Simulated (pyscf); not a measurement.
Single points on ωB97X-D3(BJ)/def2-SVP structures (PySCF, gas phase).

SMILES: [NH2][Zr]([OH])([OH])[F]
```xyz
9

N     -1.7953    -1.4658    -0.3870
Zr    -0.0622    -0.5148    -0.8758
O      0.6935     0.1747     0.7535
O     -0.4605     0.7879    -2.2346
F      1.1816    -1.7789    -1.6363
H     -2.5748    -1.6460    -1.0167
H     -2.0277    -1.8520     0.5259
H      1.1587     0.6144     1.4639
H     -0.5428     1.4891    -2.8792
```

Problem. How much does it cost (ΔH, 298 K, ωB97M-D3(BJ)/def2-TZVP) to split H₂N–Zr(OH)(OH)–F at its N–Zr bond into NH₂• + [HO–Zr(OH)–F]•?

Solution. N–Zr to NH₂• + [HO–Zr(OH)–F]•: 98.5 kcal/mol. The 7 functionals that were run give +95.1 (r²SCAN) to +102.2 kcal/mol (ωB97X-D3(BJ)). The radicals are drawn with the spin at the cut bond; how far it spreads was not checked. Other isomers of [HO–Zr(OH)–F]• were not searched in full and may lie lower. Open-shell species with a d-block atom are single-reference here; other states, and whether the spin sits on metal or ligand, were not checked. Elements past Kr carry the def2 core potentials, without spin-orbit coupling.
